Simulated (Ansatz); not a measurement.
Consider the formal loss of a carbene: `CC(F)(S)S` → `[CH2]` (triplet) + `FC(S)S`.

Program: Ansatz. Geometries: PBE0-D4/def2-TZVP. ΔE: electronic, gas phase. CBS: MP2 limit from def2 TZ/QZ plus the TZ coupled-cluster correction, frozen cores. This one scheme is used for every species. Functionals use def2-TZVPP. Triplets are unrestricted, without spin–orbit coupling. Each species was taken in one conformer, which may not be the lowest.

```tsv
level	ΔE (kJ/mol)	difference from CCSD(T)/CBS
PBE-D4	459.1	2.3
r2SCAN-D4	433.5	-23.3
PBE0-D4	450.8	-6.0
ωB97X-V	465.3	8.5
ωB97M-V	458.1	1.3
HF/def2-TZVPP	300.3	-156.5
SCS-MP2/def2-TZVPP	458.0	1.2
CCSD(T)/def2-TZVPP	444.8	-12.0
HF/def2-QZVPP	300.1	-156.7
HF/CBS(def2)	300.1	-156.7
CCSD(T)/CBS	456.8	0
```

Largest T1 diagnostic among the species: 0.012.

The D4 term adds +14.1 kJ/mol with B3LYP and +7.5 kJ/mol with PBE0; it sums over pairs of atoms, weighted by their polarisabilities, and B3LYP, whose exchange is more repulsive, gets the larger term. In def2-TZVPP, CCSD(T) changes the Hartree–Fock value by +144.5 kJ/mol (the triples alone add +13.1 kJ/mol) and MP2 by +160.0 kJ/mol. From PBE to PBE0 (25 % exact exchange), in def2-TZVPP and without D4, ΔE moves by −7.0 kJ/mol.

B3LYP here is the variant with VWN-RPA as its local correlation; programs differ in this.
